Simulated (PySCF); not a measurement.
## Stretching CH

Set-up: H def2-TZVPPD, C def2-TZVPPD; no relativity (PySCF 2.14). Energies in eV from H + C in their ground configurations at the same level. State: ²Π (doublet), unpaired electrons π ↑.

```csv
R (Å),PBE0,PBEsol,LC-ωPBE
0.968,-3.125,-3.215,-3.084
1.012,-3.378,-3.488,-3.334
1.058,-3.524,-3.655,-3.477
1.091,-3.579,-3.725,-3.528
1.125,-3.595,-3.757,-3.539
1.159,-3.580,-3.757,-3.519
1.204,-3.520,-3.717,-3.451
1.260,-3.396,-3.618,-3.316
1.327,-3.198,-3.448,-3.102
1.417,-2.880,-3.168,-2.759
```

Put a parabola through the three lowest points of the PBE0 curve and estimate Re, k and ωe (reduced mass 0.9297 u; 1 eV/Å² = 0.16022 mdyn/Å; ωe = 1302.8·√(k/μ) cm⁻¹).

Through R = 1.091, 1.125, 1.159 Å the second-order coefficient is 13.4 eV/Å², so Re ≈ 1.126 Å, k ≈ 4.30 mdyn/Å and ωe ≈ 2801 cm⁻¹. A polynomial fit of higher order to the unrounded PBE0 energies gives Re = 1.124 Å, k = 4.45 mdyn/Å, ωe = 2849 cm⁻¹; anharmonicity and rounding make the difference.

The higher-order fit for each curve: PBE0: Re = 1.124 Å, ωe = 2849 cm⁻¹, De = 3.60 eV; PBEsol: Re = 1.141 Å, ωe = 2715 cm⁻¹, De = 3.76 eV; LC-ωPBE: Re = 1.120 Å, ωe = 2919 cm⁻¹, De = 3.54 eV.

The state was picked by a PBE0 search and need not be the measured ground state.
